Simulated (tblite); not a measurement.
Species: C₄H₈S₂ (charge -1 and doublet state).
Z-matrix (Å and degrees, GFN2-xTB geometry), rows numbered from 1:
```
C 
C   1  1.5134
S   2  1.8721  1  110.65
C   3  1.7502  2  100.83  1    76.13
C   4  1.4978  3  115.24  2   110.95
S   4  1.6920  3  122.71  2   -84.06
H   1  1.0926  2  111.22  3  -173.44
H   1  1.0889  2  110.21  3    65.46
H   1  1.0891  2  109.02  3   -53.17
H   2  1.0913  1  111.31  3   118.25
H   2  1.0918  1  112.36  3  -118.20
H   5  1.0978  4  112.13  3    73.36
H   5  1.0910  4  109.48  3  -166.90
H   5  1.0944  4  110.63  3   -46.54
```

Calculated harmonic vibrations of the isolated species, GFN2-xTB (tblite), most abundant isotopes, no scaling. The method is semi-empirical: single wavenumbers can be off by several per cent or more. One conformer, not necessarily the lowest. Open shells enter through the occupations alone, without spin polarisation, and single modes of such species can be off by tens of per cent.

Harmonic wavenumbers (cm⁻¹): 28.2, 75.4, 85.8, 146.2, 212.6, 238.6, 255.1, 310.4, 335.6, 545.7, 585.2, 783.6, 851.9, 984.1, 997.9, 1010.0, 1076.8, 1080.1, 1155.6, 1222.2, 1232.3, 1386.3, 1400.0, 1455.4, 1481.5, 1490.0, 1500.1, 1503.8, 2864.2, 2929.0, 2949.3, 2951.3, 2957.9, 2984.2, 3016.8, 3019.2.

A = 2987, B = 1728, C = 1276 MHz; mass 120.007 u (most abundant isotopes); point group C1, symmetry number 1; spin multiplicity 2.

Q: Zero-point energy?

A: ½Σν̃ = 23551 cm⁻¹ = 281.73 kJ/mol.

Q: What is S at 200 K and 1 bar for an ideal gas of classical rigid rotors and harmonic oscillators?

A: Translation 160.26, rotation 113.35, vibration 78.49, spin (R ln 2) 5.76: S = 357.9 J/(mol K).

Q: And Cp and H(200 K) − H(0)?

A: Cp = 104.29 J/(mol K), of which vibrations give 71.03 (their classical limit is 36 R = 299.3); H(200 K) − H(0) = 14.64 kJ/mol without the zero-point energy, 7.98 from vibrations.

Q: How do the functions run with temperature in this model?

A: 
```tsv
T (K)	S (J/(mol K))	Cp (J/(mol K))	H − H(0) (kJ/mol)	G − H(0) (kJ/mol)	ln q(vib)
100	295.7	76.4	5.50	-24.06	2.11
300	404.8	129.4	26.30	-95.14	6.92
500	482.6	177.7	57.18	-184.14	11.03
800	578.0	228.0	118.65	-343.76	16.53
1000	631.5	250.7	166.64	-464.82	19.87
```

q(vib) and H(0) count from the zero-point level.

Q: What must be added to the electronic energy to get the Gibbs energy at 200 K and 1 bar?

A: ZPE + [H(200 K) − H(0)] − T·S = 281.73 + 14.64 − 71.57 = 224.80 kJ/mol.

Hindered rotation and anharmonicity are outside this model. Other conformers, if any are populated, would add a mixing term that is left out. The structure is chiral; the term R ln 2 for an equal mix with its mirror image is left out.
